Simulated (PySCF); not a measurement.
Run record for `[SiH2](C)O`: LC-wPBE/def2-SVPD, energy threshold 1e-08 Eh, damping 0.3 at the start, DIIS from the seventh cycle, TDA, 6 singlets.

Method: TDA LC-wPBE/def2-SVPD, vertical, gas phase, core orbitals frozen in the response (PySCF 2.14.0, density-fitted response routines). Geometry: GFN2-xTB. A driver script takes a list of jobs; this job's settings line and coordinates (Å) are shown.

Command:
```bash
OMP_NUM_THREADS=1 python probes_run.py task.json out
```

Input:
```
{"job": {"kind": "uv", "xc": "LC-wPBE", "basis": "def2-SVPD", "nstates": 6, "ntriplets": 2, "tda": true, "scf": {"conv": 1e-08, "damp": 0.3}}, "charge": 0, "multiplicity": 1}
C     -1.170078    -0.046910    -0.019363
Si     0.690882    -0.417874     0.052893
O      1.578562     0.864816    -0.415328
H     -1.753825    -0.933938     0.204250
H     -1.467419     0.299552    -1.005757
H     -1.460249     0.719089     0.696272
H      1.096077    -1.414382    -0.929017
H      1.041040    -0.795281     1.426972
H      1.458572     1.730921    -0.036101
```

Output:
```
damping 0.30 in the first 6 cycles
final grid: 66576 points
cycle   1  E = -406.0706269233  dE =  8.608e-02  |g| = 6.349e-01  |ddm| = 3.085e+00
cycle   2  E = -406.1331170302  dE = -6.249e-02  |g| = 3.107e-01  |ddm| = 7.348e-01
cycle   3  E = -406.1471585630  dE = -1.404e-02  |g| = 1.500e-01  |ddm| = 2.972e-01
cycle   4  E = -406.1504651777  dE = -3.307e-03  |g| = 7.139e-02  |ddm| = 1.676e-01
cycle   5  E = -406.1512080830  dE = -7.429e-04  |g| = 3.354e-02  |ddm| = 7.085e-02
cycle   6  E = -406.1511907445  dE =  1.734e-05  |g| = 3.637e-02  |ddm| = 5.553e-02
cycle   7  E = -406.1511472567  dE =  4.349e-05  |g| = 3.990e-02  |ddm| = 4.818e-02
cycle   8  E = -406.1514211307  dE = -2.739e-04  |g| = 3.080e-04  |ddm| = 2.545e-02
cycle   9  E = -406.1514214278  dE = -2.970e-07  |g| = 3.707e-05  |ddm| = 2.154e-03
cycle  10  E = -406.1514214285  dE = -7.387e-10  |g| = 1.743e-05  |ddm| = 1.067e-04
converged SCF energy = -406.1514214285

Static polarisability (au): isotropic 42.700, principal 40.366 41.281 46.452

Singlet excitations
state   eV       nm        f      main configurations
  1   7.7981    159.0   0.00618   H->L 0.65, H->L+1 0.18
  2   8.4759    146.3   0.00758   H-1->L 0.58, H-1->L+1 0.21
  3   8.8466    140.1   0.08288   H->L+1 0.63, H->L 0.20
  4   9.1831    135.0   0.01691   H->L+3 0.52, H-2->L 0.14
  5   9.2702    133.7   0.03375   H-1->L+1 0.50, H-1->L 0.18
  6   9.5103    130.4   0.13852   H->L+2 0.47, H-1->L+2 0.18

Triplet excitations (Tamm-Dancoff, eV): 7.3542 7.9450
```

H and L stand for HOMO and LUMO; the number after each pair is its weight.

Task: Give the mean polarisability as a volume in Å³, and the ratio of the largest to the smallest principal value.

Result: 42.700 au × 0.148185 = 6.33 Å³; 46.452/40.366 = 1.15.

Task: How does the lowest singlet excitation compare with the HOMO–LUMO gap?

Result: HOMO -11.19 eV and LUMO 2.03 eV give a gap of 13.22 eV; S1 at 7.80 eV lies 5.42 eV below it.

In short: SCF converged in 10 cycles with 115 basis and 420 fitting functions; HOMO -11.19 eV, LUMO 2.03 eV; lowest singlet 7.80 eV; lowest triplet 7.35 eV (Tamm–Dancoff); mean polarisability 42.7 au.

The run took 7.1 s wall on one thread, Arm Neoverse V1 (aarch64), shared host with 32 logical CPUs at a one-minute load of 24, and the process peaked at 0.50 GiB of memory.

Shape of the structure used: `[CH3:1][SiH2:2][OH:3]`: H–O3–Si2–C1 52°.

One conformer stands for the species.
